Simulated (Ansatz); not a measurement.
# AlH3: the cost of one run

Program: Ansatz 0.2.0, Gaussian basis. Level of theory: PBE0-D4/def2-TZVP structures, single points in def2-TZVPP, no counterpoise correction. These are calculated values, not measurements.

Levels: SPW92, PBE-D4, BLYP-D4, r2SCAN-D4, B97M-V, PBE0-D4, B3LYP-D4, r2SCAN0-D4, BHLYP-D4, CAM-B3LYP-D4, wB97X-V, wB97M-V, B2PLYP, PBE-QIDH, RPA on PBE, Hartree-Fock, MP2, CCSD, CCSD(T).

Cores are frozen in the correlated methods. B3LYP uses VWN-RPA correlation. B2PLYP carries no dispersion term here.

94 further runs of the same task are left out: 94 set aside as unsound or not needed.

### 1 The system as given

The complex: 7 atoms, charge 0, spin multiplicity 1.

Atoms are counted from 1 here; the program's logs count them from 0.

Bond lengths: Al1–H2 1.603 Å, Al1–H3 1.603 Å, Al1–H4 1.592 Å, Al1–O6 2.031 Å, H5–O6 0.964 Å, O6–H7 0.964 Å. Angles: H2–Al1–H3 117.8°, H2–Al1–H4 118.2°, H2–Al1–O6 95.5°, H3–Al1–H4 118.2°, H3–Al1–O6 95.5°, H4–Al1–O6 103.1°, Al1–O6–H5 111.3°, Al1–O6–H7 111.4°, H5–O6–H7 107.7°.

Coordinates:

```tsv
atom	x (Å)	y (Å)	z (Å)
Al1	-0.18535	-0.86284	0.07861
H2	1.37651	-1.21804	0.13260
H3	-0.90227	-0.86511	-1.35466
H4	-1.07232	-1.17002	1.36419
H5	1.00352	1.38180	0.22604
O6	0.07013	1.14990	0.16704
H7	-0.29031	1.58431	-0.61383
```

Its parts: AlH3 holds atoms 1, 2, 3, 4; H2O holds atoms 5, 6, 7. Each part counts its atoms afresh in its own runs.

### 2 Relaxing AlH3 alone

relax-a/in.yaml

```yaml
crystal:
  periodic: [false, false, false]
  atoms:
    - {symbol: Al, position_ang: [-0.185355, -0.862843, 0.078614]}
    - {symbol: H, position_ang: [1.376514, -1.218043, 0.132602]}
    - {symbol: H, position_ang: [-0.902269, -0.865107, -1.354659]}
    - {symbol: H, position_ang: [-1.072320, -1.170020, 1.364192]}
basis:
  gaussian: {orbitals: def2-TZVP}
hamiltonian: {xc: pbe0, dispersion: d4}
relax: {f_tol: 0.005, max_steps: 200}
```

Started as:

```bash
ansatz run in.yaml --threads 2 --pin off --events-out ev --progress --plain --max-ram 4352MiB
```

**Question.** How long does this run take on 2 threads of Intel Xeon Platinum 8488C, shared host?

About 1.2 s.
